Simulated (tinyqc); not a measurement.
Inside a calculation. Method: MP2 on RHF in the sto-3g basis, frozen core, for HF, spin multiplicity 1. Computed by tinyqc, a small Python program that keeps every step (integrals from PySCF). Settings: charge = 0, multiplicity = 1, basis = sto-3g, method = RHF, frozen orbitals = 1, energy threshold = 1e-10, iteration cap = 67, orthogonalisation = symmetric, start = Wolfsberg-Helmholz matrix, DIIS depth = 6. Command: `OMP_NUM_THREADS=1 python tinyqc.py 31419 31420 out.jsonl` (the two numbers bound the seeds that draw the settings). One thread of a shared host (Intel(R) Xeon(R) Processor @ 2.60GHz), about 0.1 s of CPU time with the checks. The early iterations of the SCF are left out here.

## One-electron integrals

Geometry (angstrom):
```
atom         x         y         z
F     0.000000  0.000000  0.000000
H     0.000000  0.000000  0.873000
```

Basis sto-3g: exponents (1/bohr^2) and contraction coefficients of normalised primitives:
```
element  l (shell)    exponent  coefficient
F            s (1)  166.679130     0.154329
F            s (1)   30.360812     0.535328
F            s (1)    8.216821     0.444635
F            s (2)    6.464803    -0.099967
F            s (2)    1.502281     0.399513
F            s (2)    0.488588     0.700115
F            p (3)    6.464803     0.155916
F            p (3)    1.502281     0.607684
F            p (3)    0.488588     0.391957
H            s (1)    3.425251     0.154329
H            s (1)    0.623914     0.535328
H            s (1)    0.168855     0.444635
```

Overlap, kinetic and nuclear-attraction integrals over the contracted functions; the nuclear repulsion is the sum of Za Zb / Rab.

nuclear repulsion = 5.45543516 hartree

overlap S:
```
           1F 1s     1F 2s    1F 2px    1F 2py    1F 2pz     2H 1s
1F 1s   1.000000  0.237990  0.000000  0.000000  0.000000  0.054897
1F 2s   0.237990  1.000000  0.000000  0.000000  0.000000  0.478913
1F 2px  0.000000  0.000000  1.000000  0.000000  0.000000  0.000000
1F 2py  0.000000  0.000000  0.000000  1.000000  0.000000  0.000000
1F 2pz  0.000000  0.000000  0.000000  0.000000  1.000000  0.363969
2H 1s   0.054897  0.478913  0.000000  0.000000  0.363969  1.000000
```

kinetic energy T (hartree):
```
            1F 1s      1F 2s    1F 2px    1F 2py    1F 2pz     2H 1s
1F 1s   36.984577  -0.212858  0.000000  0.000000  0.000000  0.003938
1F 2s   -0.212858   1.037995  0.000000  0.000000  0.000000  0.153687
1F 2px   0.000000   0.000000  3.248015  0.000000  0.000000  0.000000
1F 2py   0.000000   0.000000  0.000000  3.248015  0.000000  0.000000
1F 2pz   0.000000   0.000000  0.000000  0.000000  3.248015  0.310915
2H 1s    0.003938   0.153687  0.000000  0.000000  0.310915  0.760032
```

nuclear attraction V (hartree):
```
             1F 1s       1F 2s      1F 2px      1F 2py      1F 2pz      2H 1s
1F 1s   -77.615739   -9.321069    0.000000    0.000000   -0.016613  -2.219823
1F 2s    -9.321069  -12.140814    0.000000    0.000000   -0.195850  -4.577858
1F 2px    0.000000    0.000000  -12.004144    0.000000    0.000000   0.000000
1F 2py    0.000000    0.000000    0.000000  -12.004144    0.000000   0.000000
1F 2pz   -0.016613   -0.195850    0.000000    0.000000  -12.135577  -3.109997
2H 1s    -2.219823   -4.577858    0.000000    0.000000   -3.109997  -6.406128
```

core Hamiltonian H = T + V (hartree):
```
             1F 1s       1F 2s     1F 2px     1F 2py     1F 2pz      2H 1s
1F 1s   -40.631162   -9.533926   0.000000   0.000000  -0.016613  -2.215885
1F 2s    -9.533926  -11.102818   0.000000   0.000000  -0.195850  -4.424172
1F 2px    0.000000    0.000000  -8.756129   0.000000   0.000000   0.000000
1F 2py    0.000000    0.000000   0.000000  -8.756129   0.000000   0.000000
1F 2pz   -0.016613   -0.195850   0.000000   0.000000  -8.887562  -2.799081
2H 1s    -2.215885   -4.424172   0.000000   0.000000  -2.799081  -5.646096
```

## Two-electron integrals

Functions are numbered as in S; the eight-fold symmetry (ij|kl) = (ji|kl) = (kl|ij) leaves the list below.

Two-electron integrals (ij|kl) in chemists' order, unique and non-zero (hartree):
```
(11|11) 5.403501   (21|11) 0.841920   (21|21) 0.156299   (22|11) 1.268028
(22|21) 0.292344   (22|22) 0.926167   (31|31) 0.027998   (32|31) 0.043169
(32|32) 0.204588   (33|11) 1.264502   (33|21) 0.292403   (33|22) 0.925959
(33|33) 0.997514   (41|41) 0.027998   (42|41) 0.043169   (42|42) 0.204588
(43|43) 0.053770   (44|11) 1.264502   (44|21) 0.292403   (44|22) 0.925959
(44|33) 0.889973   (44|44) 0.997514   (51|51) 0.027998   (52|51) 0.043169
(52|52) 0.204588   (53|53) 0.053770   (54|54) 0.053770   (55|11) 1.264502
(55|21) 0.292403   (55|22) 0.925959   (55|33) 0.889973   (55|44) 0.889973
(55|55) 0.997514   (61|11) 0.197745   (61|21) 0.036359   (61|22) 0.067438
(61|33) 0.067341   (61|44) 0.067341   (61|51) 0.001464   (61|52) 0.002729
(61|55) 0.067641   (61|61) 0.008543   (62|11) 0.458434   (62|21) 0.106930
(62|22) 0.373127   (62|33) 0.367985   (62|44) 0.367985   (62|51) 0.007179
(62|52) 0.054066   (62|55) 0.383063   (62|61) 0.025160   (62|62) 0.178799
(63|31) 0.011697   (63|32) 0.067391   (63|53) 0.011608   (63|63) 0.027716
(64|41) 0.011697   (64|42) 0.067391   (64|54) 0.011608   (64|64) 0.027716
(65|11) 0.292895   (65|21) 0.069257   (65|22) 0.258929   (65|33) 0.247538
(65|44) 0.247538   (65|51) 0.015822   (65|52) 0.103589   (65|55) 0.281426
(65|61) 0.017042   (65|62) 0.152033   (65|65) 0.156219   (66|11) 0.574620
(66|21) 0.136225   (66|22) 0.544382   (66|33) 0.525147   (66|44) 0.525147
(66|51) 0.012588   (66|52) 0.129472   (66|55) 0.582212   (66|61) 0.032320
(66|62) 0.319867   (66|65) 0.315960   (66|66) 0.774606
```

## Orthogonalisation

S = U s U^T; symmetric (Loewdin) form X = U s^(-1/2) U^T, so that X^T S X = 1.

eigenvalues of S: 0.382294  0.846030  1.000000  1.000000  1.121302  1.650374

X:
```
            1F 1s      1F 2s    1F 2px    1F 2py     1F 2pz      2H 1s
1F 1s    1.023424  -0.134811  0.000000  0.000000  -0.008454   0.024050
1F 2s   -0.134811   1.146188  0.000000  0.000000   0.092330  -0.322395
1F 2px   0.000000   0.000000  1.000000  0.000000   0.000000   0.000000
1F 2py   0.000000   0.000000  0.000000  1.000000   0.000000   0.000000
1F 2pz  -0.008454   0.092330  0.000000  0.000000   1.068740  -0.240816
2H 1s    0.024050  -0.322395  0.000000  0.000000  -0.240816   1.188954
```

## Iteration 7 (converged): orbitals

converged F (hartree):
```
             1F 1s      1F 2s     1F 2px     1F 2py     1F 2pz      2H 1s
1F 1s   -25.886321  -6.622886   0.000000   0.000000  -0.026190  -1.549714
1F 2s    -6.622886  -3.055938   0.000000   0.000000  -0.119300  -1.245828
1F 2px    0.000000   0.000000  -0.465917   0.000000   0.000000   0.000000
1F 2py    0.000000   0.000000   0.000000  -0.465917   0.000000   0.000000
1F 2pz   -0.026190  -0.119300   0.000000   0.000000  -0.396447  -0.604075
2H 1s    -1.549714  -1.245828   0.000000   0.000000  -0.604075  -0.671640
```

Diagonalise F' = X^T F X, C = X C', fill 5 alpha and 5 beta electrons from the bottom; D = 2 C_occ C_occ^T. Each column has its largest component positive (the first on a tie).

F' = X^T F X (hartree):
```
            1          2          3          4          5          6
1  -25.409504  -3.415026   0.000000   0.000000  -0.052966  -0.248733
2   -3.415026  -1.714272   0.000000   0.000000   0.107070  -0.635465
3    0.000000   0.000000  -0.465917   0.000000   0.000000   0.000000
4    0.000000   0.000000   0.000000  -0.465917   0.000000   0.000000
5   -0.052966   0.107070   0.000000   0.000000  -0.172375  -0.610713
6   -0.248733  -0.635465   0.000000   0.000000  -0.610713  -0.008176
```

orbital energies (hartree): MO1 -25.896290, MO2 -1.486394, MO3 -0.597924, MO4 -0.465917, MO5 -0.465917, MO6 0.676280

coefficients C:
```
              MO1        MO2        MO3        MO4       MO5        MO6
1F 1s    0.994639  -0.247380   0.087317   0.000000  0.000000   0.089968
1F 2s    0.023142   0.923183  -0.461944   0.000000  0.000000  -0.614972
1F 2px   0.000000   0.000000   0.000000   0.998022  0.062858   0.000000
1F 2py   0.000000   0.000000   0.000000  -0.062858  0.998022   0.000000
1F 2pz   0.003326   0.104789   0.707722   0.000000  0.000000  -0.834825
2H 1s   -0.006348   0.167392   0.505663   0.000000  0.000000   1.136823
```

D after iteration 7:
```
            1F 1s      1F 2s    1F 2px    1F 2py     1F 2pz      2H 1s
1F 1s    2.116255  -0.491389  0.000000  0.000000   0.078362  -0.007141
1F 2s   -0.491389   2.132389  0.000000  0.000000  -0.460222  -0.158402
1F 2px   0.000000   0.000000  2.000000  0.000000   0.000000   0.000000
1F 2py   0.000000   0.000000  0.000000  2.000000   0.000000   0.000000
1F 2pz   0.078362  -0.460222  0.000000  0.000000   1.023724   0.750776
2H 1s   -0.007141  -0.158402  0.000000  0.000000   0.750776   0.567510
```

Within a degenerate level the vectors are fixed only up to a rotation; this is one choice.

## Convergence

Stop when the energy changes by less than 1e-10 hartree and every element of the error matrix X^T (F D S - S D F) X is below 3e-06.

Course of the cycle:
```
iteration   E (hartree)     change  largest element of the error matrix
1          -98.31994860          -                             5.30e-01
2          -98.54228546  -2.22e-01                             1.22e-01
3          -98.56225803  -2.00e-02                             1.77e-02
4          -98.56245016  -1.92e-04                             1.64e-03
5          -98.56245152  -1.36e-06                             9.34e-05
6          -98.56245153  -4.61e-09                             4.36e-06
7          -98.56245153  -1.02e-11                             1.26e-09
```

PySCF RHF in the same basis = -98.56245153 hartree

Converged in 7 iterations.

## Integrals over molecular orbitals

(pq|rs) = sum C_ip C_jq C_kr C_ls (ij|kl), one index at a time.

one-electron integrals over orbitals h = C^T H C (hartree):
```
            1          2          3          4          5          6
1  -40.612580   0.697246  -0.236333   0.000000   0.000000  -0.246051
2    0.697246  -9.169278   0.543474   0.000000   0.000000   1.288274
3   -0.236333   0.543474  -7.811327   0.000000   0.000000   1.758020
4    0.000000   0.000000   0.000000  -8.756129   0.000000   0.000000
5    0.000000   0.000000   0.000000   0.000000  -8.756129   0.000000
6   -0.246051   1.288274   1.758020   0.000000   0.000000  -6.116675
```

Two-electron integrals over orbitals (pq|rs), unique and non-zero (hartree); the lowest 1 orbital is frozen and left out:
```
(22|22) 0.858000    (32|22) -0.006096   (32|32) 0.158597    (33|22) 0.766236
(33|32) -0.060038   (33|33) 0.796407    (42|42) 0.177993    (43|42) -0.046160
(43|43) 0.052265    (44|22) 0.874318    (44|32) -0.076430   (44|33) 0.774888
(44|44) 0.997514    (52|52) 0.177993    (53|52) -0.046160   (53|53) 0.052265
(54|54) 0.053770    (55|22) 0.874318    (55|32) -0.076430   (55|33) 0.774888
(55|44) 0.889973    (55|55) 0.997514    (62|22) -0.138101   (62|32) -0.036489
(62|33) -0.045838   (62|44) -0.137702   (62|55) -0.137702   (62|62) 0.099853
(63|22) -0.145894   (63|32) 0.092790    (63|33) -0.131725   (63|44) -0.182076
(63|55) -0.182076   (63|62) 0.060568    (63|63) 0.160579    (64|42) -0.045614
(64|43) -0.011823   (64|64) 0.032248    (65|52) -0.045614   (65|53) -0.011823
(65|65) 0.032248    (66|22) 0.693529    (66|32) 0.076657    (66|33) 0.669249
(66|44) 0.656399    (66|55) 0.656399    (66|62) -0.069150   (66|63) -0.011557
(66|66) 0.718962
```

## Second-order Moller-Plesset energy

Hartree-Fock energy = -98.56245153 hartree

E2 = sum_ijab (ia|jb) [2 (ia|jb) - (ib|ja)] / (e_i + e_j - e_a - e_b) over occupied i, j and virtual a, b; the opposite-spin part is (ia|jb)^2 / denominator, the rest is same-spin, and SCS-MP2 scales them by 6/5 and 1/3.

Terms:
```
i  j  a  b   (ia|jb)   (ib|ja)  denominator       term
3  3  6  6  0.160579  0.160579    -2.548409  -0.010118
2  2  6  6  0.099853  0.099853    -4.325349  -0.002305
2  3  6  6  0.060568  0.060568    -3.436879  -0.001067
3  2  6  6  0.060568  0.060568    -3.436879  -0.001067
4  4  6  6  0.032248  0.032248    -2.284395  -0.000455
5  5  6  6  0.032248  0.032248    -2.284395  -0.000455
```

Pair energies (hartree; pair i-j sums ij and ji):
```
pair  opposite spin  same spin
2-2       -0.002305   0.000000
3-2       -0.002135   0.000000
3-3       -0.010118   0.000000
4-4       -0.000455   0.000000
5-5       -0.000455   0.000000
```

MP2 correlation energy = -0.01546868 hartree

SCS-MP2 correlation energy = -0.01856241 hartree

MP2 total energy = -98.57792020 hartree
